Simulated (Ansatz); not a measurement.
C₂H₅O, SMILES [CH2]CO, vertical spin-state energies

Computed with Ansatz 0.2.0, Python API.

Run as a notebook:

**Cell 1**
```python
import ansatz
```

**Cell 2**
```python
BASIS = "6-31G*"
XC = "pbe0"

molecule = (
    ansatz.Crystal.molecule()
    .atom("C", (-0.5438, 0.1442, -0.759))
    .atom("C", (0.2441, 0.2758, 0.4424))
    .atom("O", (0.397, -1.0267, 0.9389))
    .atom("H", (-1.3406, -0.5054, -0.8121))
    .atom("H", (-0.5529, 0.9732, -1.5273))
    .atom("H", (-0.2417, 0.9055, 1.2048))
    .atom("H", (1.2526, 0.7132, 0.2184))
    .atom("H", (0.8775, -1.5369, 0.2381))
)
```

**Cell 3**
```python
base = molecule.calculation().basis(gaussian=BASIS).functional(XC)
found = {}
for unpaired in [1, 3]:
    summary = base.spin("collinear", total=unpaired).run().report
    s = unpaired / 2
    found[unpaired] = summary["free_energy_ev"]
    print(f"2S+1 = {unpaired + 1}: E = {found[unpaired]:.5f} eV, <S^2> = {abs(summary['mean_field']['state']['spin_squared']):.3f} (pure state {s * (s + 1):.2f})")
lowest = min(found, key=found.get)
for unpaired, e in found.items():
    print(f"multiplicity {unpaired + 1}: {(e - found[lowest]):.3f} eV above the lowest")
```
Output:
```text
2S+1 = 2: E = -4195.20341 eV, <S^2> = 0.754 (pure state 0.75)
2S+1 = 4: E = -4187.73200 eV, <S^2> = 3.758 (pure state 3.75)
multiplicity 2: 0.000 eV above the lowest
multiplicity 4: 7.471 eV above the lowest
```

In order: multiplicity 2 (+0.00 eV) and multiplicity 4 (+7.47 eV), all at the one geometry.

Caveats:
- Total energies depend on the basis set; only differences at equal settings carry meaning.
- The geometry is a force-field or estimated start, not a minimum of this method, and the basis set is short of its limit. All parts are taken at fixed geometry, without zero-point energy.
- The species is open-shell (spin multiplicity 2).
- It ran for 3.8 s on 1 thread of Arm Neoverse V2, with other jobs on the host, peak memory 0.18 GiB.

(Lines on the test bed's own set-up are left out of the output.)
